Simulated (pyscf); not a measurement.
F–SiH•–F (SMILES F[SiH]F) + H₂ (SMILES [H][H]) -> F–SiH₂–F (SMILES F[SiH2]F) + H• (SMILES [H]), a hydrogen abstraction (doublet surface; H–H broken, H–Si formed). Structures and frequencies: ωB97X-D3(BJ)/def2-SVP in PySCF. Energies in kcal/mol from the separated reactants.

Small-basis levels: PySCF, no dispersion term, spherical d functions. AM1 to PM7: differences of heats of formation from MOPAC, which are fitted to 298 K values and so differ in kind from electronic energies by zero-point and thermal terms. GFN2-xTB: tblite. Open shells are spin-unrestricted. 

```
level                   barrier  reaction energy
----------------------  -------  ---------------
HF/STO-3G                     …            +10.6
HF/3-21G                   15.2             +1.7
HF/6-31G*                  15.9             -2.0
SVWN5/6-31G*                4.4             +9.5
B3LYP/3-21G                12.2            +13.2
B3LYP/6-31G*               12.7            +10.2
M06-2X/6-31G*              15.5             +7.6
B3LYP/6-311+G**            14.3            +12.2
B3LYP/def2-SVP             11.1             +9.0
GFN2-xTB                      …            -18.0
AM1                        30.6            +40.9
PM3                        15.9            +42.3
ωB97M-D3(BJ)/def2-TZVP        …             +6.9
```

Question: Some entries are withheld; supply them.

Answer: 
- HF/STO-3G, barrier: 26.9
- GFN2-xTB, barrier: -3.8
- ωB97M-D3(BJ)/def2-TZVP, barrier: 13.7

Against the last row the barrier runs from -17.5 (GFN2-xTB) to +16.9 kcal/mol (AM1). At SVWN5/6-31G*, B3LYP/3-21G, GFN2-xTB, AM1, PM3 this geometry lies under one side, so the entry may be no barrier of that level: it is a single point on another level's saddle. ωB97M-D3(BJ)/def2-TZVP has limits of its own. This is the saddle that the search found; another between the same sides may lie lower. The angle at the transferred H is 177°.
